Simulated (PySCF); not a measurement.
C2H7N, SMILES C(N)C (connectivity only; charge and spin as stated), charge +1, multiplicity 2. Geometry: PBE-D3(BJ)/def2-TZVP. The multiplicity is an assumed one; other spin states were not compared. The values are those of a single conformer.

The numbers are results of PBE-D3(BJ)/def2-TZVP run with PySCF 2.14.0, not measurements.

Harmonic wavenumbers (cm⁻¹): 107, 215, 394, 597, 694, 890, 929, 1005, 1097, 1125, 1137, 1268, 1321, 1376, 1426, 1427, 1578, 2731, 2780, 2982, 3051, 3083, 3377, 3491. Rotational constants (GHz): 34.88, 8.858, 7.727; symmetry number 1.

Task: Work out the zero-point energy and the ideal-gas rigid-rotor harmonic-oscillator thermochemistry at 298.15 K and 1 atm.

Result: ZPE = ½ Σ hcν = ½ × 38079 cm⁻¹ = 227.76 kJ/mol. H − E(el) = 243.22 kJ/mol. Entropy in J/(mol K): translation 156.24, rotation 93.83, vibration 32.34, spin 5.76, total 288.17. G − E(el) = 157.30 kJ/mol. Cp = 74.82 J/(mol K). Modes under 150 cm⁻¹ make the vibrational entropy uncertain.
